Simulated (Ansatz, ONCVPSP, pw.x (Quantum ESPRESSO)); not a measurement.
# From atom to crystal: ONCV potential for tungsten

| Item | Value |
| --- | --- |
| Element | tungsten |
| Generator | ONCVPSP 4.0.1 |
| Type | optimised norm-conserving Vanderbilt (ONCV) |
| Functional | PBEsol |
| Relativity | scalar-relativistic |
| Frozen core | [Kr] 4d10 4f14 |
| Valence charge | 14 |
| Reference configuration | 5s2 5p6 5d4 6s2 |
| Partial waves | 5s+6s: rc 1.65 bohr, ncon 4, nbas 7, qcut 8.8 1/bohr, 2 projectors; 5p: rc 1.55 bohr, ncon 4, nbas 9, qcut 10.2 1/bohr, 2 projectors, debl 3.3 Ha; 5d: rc 1.55 bohr, ncon 5, nbas 9, qcut 9.9 1/bohr, local |
| Local potential | the d channel |
| Core correction | Teter function, fcfact 3.25, rcfact 1 |

Crystal test: diamond W in pw.x 7.5, no spin, 8³ k-points, Fermi–Dirac smearing 0.01 Ry, cutoffs 90/360 Ry. The reference is all-electron LAPW (Ansatz 0.2.0) with the same functional, mesh and smearing; V0 and B0 come from Birch–Murnaghan fits to the pressures at five volumes. Errors are pseudo minus all-electron; Δ is the rms difference of the E(V) curves that follow from these fits, minima aligned, over ±6 % about the mean V0. Mesh and smearing are coarse, so the numbers serve the comparison and aren't converged zero-temperature values; the lattice is a test structure that the element need not adopt.

```
V (Å³/atom)  P all-electron (GPa)  P pseudo (GPa)
     22.719                  7.14            5.41
     23.317                  3.29            1.75
     23.915                 -0.12           -1.50
     24.513                 -3.15           -4.39
     25.111                 -5.84           -6.95
```

All-electron: a0 = 5.760 Å (V0 = 23.89 Å³/atom), B0 = 129.0 GPa.

Pseudopotential: mean pressure error (GPa): -1.40; a0 (Å): 5.739; a0 error (%): -0.37; B0 error (%): -0.8; Δ (meV/atom): 7.4. Atomic configuration tests: 1 of 4 tests not solved or not reliable.

Problem. At the middle volume, how do free energy and pressure move when the wave cutoff is lowered (ecutrho kept at four times it)?

Solution.

```json
{"cutoff (Ry)": "40", "shift of F (meV/atom)": "+4268.7", "shift of P (GPa)": "-87.41"}
{"cutoff (Ry)": "54", "shift of F (meV/atom)": "+705.5", "shift of P (GPa)": "-24.41"}
{"cutoff (Ry)": "72", "shift of F (meV/atom)": "+36.1", "shift of P (GPa)": "-2.19"}
```

The run at the middle volume (29 k-points, 8 iterations) took about 24 s on one core of a shared host (Intel(R) Xeon(R) 6975P-C, 192 threads, 1512 GiB, load 111).
